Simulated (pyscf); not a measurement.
`[NH2][Si]([OH])([F])[F]` + `[FH]` → `[OH][Si]([F])([F])[F]` + `[NH3]`, a four-centre exchange (singlet surface; N–Si, F–H broken, F–Si, H–N formed). PySCF, gas phase, ωB97X-D3(BJ)/def2-SVP geometries. Energies in kJ/mol from the separated reactants.

Small-basis levels: PySCF, no dispersion term, spherical d functions. 

Question: Quick HF/STO-3G single points give ΔE‡ = 58.4 kJ/mol and ΔE = -52.9 kJ/mol. What does ωB97M-D3(BJ)/def2-TZVP give, and how far is the quick result from it?

Answer: ωB97M-D3(BJ)/def2-TZVP gives ΔE‡ = 16.3 kJ/mol and ΔE = -75.7 kJ/mol. HF/STO-3G lies 42.0 kJ/mol over it in the barrier and 22.8 kJ/mol over it in the reaction energy, so on this step it does not hold to within 12.6 kJ/mol. ωB97M-D3(BJ)/def2-TZVP has limits of its own. On the reactant side the descent ends in a bound adduct, 45.8 kJ/mol under the separated species and 62.4 kJ/mol under the saddle at ωB97X-D3(BJ)/def2-TZVP. On the product side the descent ends in an adduct with a N–Si contact (not fully relaxed), 5.9 kJ/mol under the separated species and 94.8 kJ/mol under the saddle at ωB97X-D3(BJ)/def2-TZVP. What is counted as broken (N–Si) persists as a longer contact in the product adduct; parting that adduct is a step of its own. One saddle was located; it need not be the lowest between these sides.
